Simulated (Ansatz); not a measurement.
# C₂H₄S: up Jacob's ladder to CCSD(T)

The task here is to estimate one member of a computed series from the others.

The runs use Ansatz 0.2.0, Gaussian basis; functionals in def2-TZVPP, the program's frozen cores in correlated methods.

Plan: LDA (SPW92), PBE-D4, revPBE-D4, BLYP-D4, r2SCAN-D4, B97M-V, PBE0-D4, B3LYP-D4, r2SCANh-D4, r2SCAN0-D4, HSE06-D4, BHLYP-D4, CAM-B3LYP-D4, LC-ωPBE, ωB97X-V, ωB97M-V, B2PLYP, PBE-QIDH; CCSD(T)/def2-SVP; CCSD(T)/def2-TZVPP; CCSD(T)/def2-QZVPP; extrapolation to the limit; RPA on PBE.

## The relaxed structure

All runs share one geometry, relaxed beforehand with PBE0-D4 in a triple-zeta def2 set.

SMILES `C=CS`, 7 atoms, charge 0, spin multiplicity 1.

Atoms are counted from 1 here; the program's logs count them from 0.

Bond lengths: C1–C2 1.327 Å, C1–H4 1.084 Å, C1–H5 1.082 Å, C2–S3 1.751 Å, C2–H6 1.084 Å, S3–H7 1.340 Å. Angles: C2–C1–H4 122.3°, C2–C1–H5 120.2°, H4–C1–H5 117.5°, C1–C2–S3 123.6°, C1–C2–H6 120.9°, S3–C2–H6 115.5°, C2–S3–H7 96.7°.

The first run:

The input, in.yaml:

```yaml
crystal:
  periodic: [false, false, false]
  atoms:
    - {symbol: C, position_ang: [-0.949011, 0.320354, -0.532179]}
    - {symbol: C, position_ang: [0.224395, 0.155114, 0.064546]}
    - {symbol: S, position_ang: [0.797274, -1.386569, 0.665228]}
    - {symbol: H, position_ang: [-1.639103, -0.500560, -0.691603]}
    - {symbol: H, position_ang: [-1.249506, 1.300277, -0.880387]}
    - {symbol: H, position_ang: [0.896819, 0.992347, 0.212177]}
    - {symbol: H, position_ang: [1.980332, -0.948863, 1.116419]}
basis:
  gaussian: {orbitals: def2-TZVPP}
hamiltonian: {xc: lda}
output: {orbitals: {seedname: orbitals}}
```

Launch:

```console
ansatz run in.yaml --threads 4 --pin off --events-out ev --progress --plain --max-ram 10444MiB
```

Among the steps run: LDA; PBE-D4 (GGA); revPBE-D4 (GGA); BLYP-D4 (GGA); r2SCAN-D4 (meta-GGA); B97M-V (meta-GGA); B3LYP-D4 (hybrid); r2SCANh-D4 (hybrid); r2SCAN0-D4 (hybrid); HSE06-D4 (hybrid); BHLYP-D4 (hybrid); CAM-B3LYP-D4 (range-separated); LC-ωPBE (range-separated); ωB97X-V (range-separated); ωB97M-V (range-separated); B2PLYP (double hybrid); PBE-QIDH (double hybrid).

One table of the session follows, with a row left open; its other results are not shown here.

It belongs to the step «Orbital energies across the functionals». 

| functional | HOMO (eV) | gap (eV) |
| --- | --- | --- |
| LDA (SPW92) | -5.59 | 4.42 |
| PBE-D4 | -5.44 | 4.50 |
| revPBE-D4 | -5.38 | 4.53 |
| BLYP-D4 | -5.27 | 4.46 |
| r2SCAN-D4 | -5.64 | 4.91 |
| B97M-V | -5.66 | 5.01 |
| PBE0-D4 | -6.52 | 6.56 |
| B3LYP-D4 | ? | ? |
| r2SCANh-D4 | -6.04 | 5.67 |
| r2SCAN0-D4 | -6.65 | 6.81 |
| HSE06-D4 | -6.12 | 5.78 |
| BHLYP-D4 | -7.45 | 8.57 |
| CAM-B3LYP-D4 | -7.79 | 8.95 |
| LC-ωPBE | -9.15 | 11.46 |
| ωB97X-V | -8.77 | 11.02 |
| ωB97M-V | -8.64 | 10.76 |

Estimate the missing values for B3LYP-D4.

Worked estimate for «HOMO (eV)». Against the share of exact exchange, BLYP-D4 (0, -5.27), BHLYP-D4 (0.5, -7.45) give a slope of -4.36 per unit share; at 0.2 the line stands at -6.14.

The run gave: HOMO (eV): -6.30; gap (eV): 6.11. In «HOMO (eV)» the line misses by +0.16.
